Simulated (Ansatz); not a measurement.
Input for Ansatz (development build ahead of 0.2.0):

```yaml
crystal:
  periodic: [false, false, false]
  atoms:
    - { symbol: C, position_ang: [0.6707, 0.77779, -0.00781] }
    - { symbol: C, position_ang: [-0.6766, 0.7786, -0.00085] }
    - { symbol: C, position_ang: [-0.66663, -0.78399, 0.00991] }
    - { symbol: C, position_ang: [0.65862, -0.7816, -0.00347] }
    - { symbol: H, position_ang: [1.44715, 1.54608, 0.00303] }
    - { symbol: H, position_ang: [-1.44604, 1.54684, -0.00567] }
    - { symbol: H, position_ang: [-1.43891, -1.54365, 0.00222] }
    - { symbol: H, position_ang: [1.43779, -1.54484, -0.00454] }
basis:
  gaussian: { orbitals: def2-TZVP }
hamiltonian:
  xc: hf
correlation:
  method: mp2
  frozen_orbitals: { C: 1, H: 0 }
```

The input is written out in the form of the current development build from the run's settings.

Output:

- Converged: yes
- Reference energy: -153.69832 hartree
- Correlation energy: -0.62066 hartree
- Total energy: -154.31898 hartree
- Spin squared of the determinant: 0.000

Caution: in another basis set an unrestricted determinant lies well below.
